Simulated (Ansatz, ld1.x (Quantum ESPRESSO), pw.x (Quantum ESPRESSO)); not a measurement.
# Which Mg potential is closest to all-electron in the fcc crystal?

All use LDA (PW92), scalar-relativistic, no spin, cutoffs from each file’s atomic test, pw.x 7.5; 13³ k-points, Fermi–Dirac smearing 0.01 Ry. Δ is the rms difference from all-electron LAPW of the E(V) curves that follow from fits to the pressures, over ±6 % in volume. Mesh and smearing are coarse and serve the comparison alone. The files are a selection: those with a ghost or negative overlap were mostly not run, and those with noisy or unconverged pressures or nearly equal Δ are left out.

All-electron: a0 = 4.436 Å (V0 = 21.83 Å³/atom), B0 = 38.5 GPa.

Q: Rank them by Δ, smallest first.
A. norm-conserving RRKJ (Kleinman–Bylander form), ld1.x (Quantum ESPRESSO) 7.5, LDA (PW92); core [Ne], reference 3s2 3p0; waves: 3p (bound, empty): rc 2.15 bohr; 3d channel at 0.1 Ry: rc 1.95 bohr; 3s (bound): rc 2.40 bohr; local part: the s channel; core correction: Bessel-smoothed model core, default radius (core density twice the valence density).
B. norm-conserving Troullier–Martins (Kleinman–Bylander form), ld1.x (Quantum ESPRESSO) 7.5, LDA (PW92); core [Ne], reference 3s2 3p0; waves: 3s (bound): rc 1.85 bohr; 3p (bound, empty): rc 3.15 bohr; local part: the p channel; core correction: Bessel-smoothed model core, default radius (core density twice the valence density).
C. ultrasoft, ld1.x (Quantum ESPRESSO) 7.5, LDA (PW92); core [Ne], reference 3s1.75 3p0; waves: 3s (bound): rcut 2.15, rcutus 2.35 bohr; 3s channel at -0.05 Ry: rcut 2.15, rcutus 2.35 bohr; 3p (bound, empty): rcut 1.95, rcutus 2.55 bohr; 3p channel at 2.05 Ry: rcut 1.95, rcutus 2.55 bohr; local part: all-electron potential smoothed inside 2.15 bohr (lloc = -2); core correction: none; augmentation: built from norm-conserving waves at rcut, not smoothed further.

A: C (1.3 meV/atom), A (4.7 meV/atom), B (8.8 meV/atom).
